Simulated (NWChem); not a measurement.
# Correlation energy of formic acid (CH$_{2}$O$_{2}$)

SMILES: O=CO
```xyz
5

O      0.7441     0.8276     0.0000
C      0.1773    -0.3776     0.0000
O     -1.0006    -0.5842     0.0000
H      0.0245     1.4806     0.0000
H      0.9640    -1.1615     0.0000
```
Charge 0, spin multiplicity 1.

The numbers come from NWChem runs, not from measurements. The geometry was optimised at PBE0/def2-SVP, a minimum by its harmonic frequencies. It is one conformer; others weren't searched.

Basis set: cc-pVDZ. Each correlation energy counts from its own Hartree-Fock reference.

The correlated methods keep 3 core orbitals frozen. Coupled-cluster values serve here as a point of comparison, not as the truth.

### Question
For the correlation energy, RI-MP2 gives -498.6 mHa and MP2 gives -498.5 mHa. What do SCS-MP2, CR-CCSD[T], CR-CCSD(T) give?

### Answer
SCS-MP2: -482.8 mHa; CR-CCSD[T]: -524.0 mHa; CR-CCSD(T): -522.9 mHa.
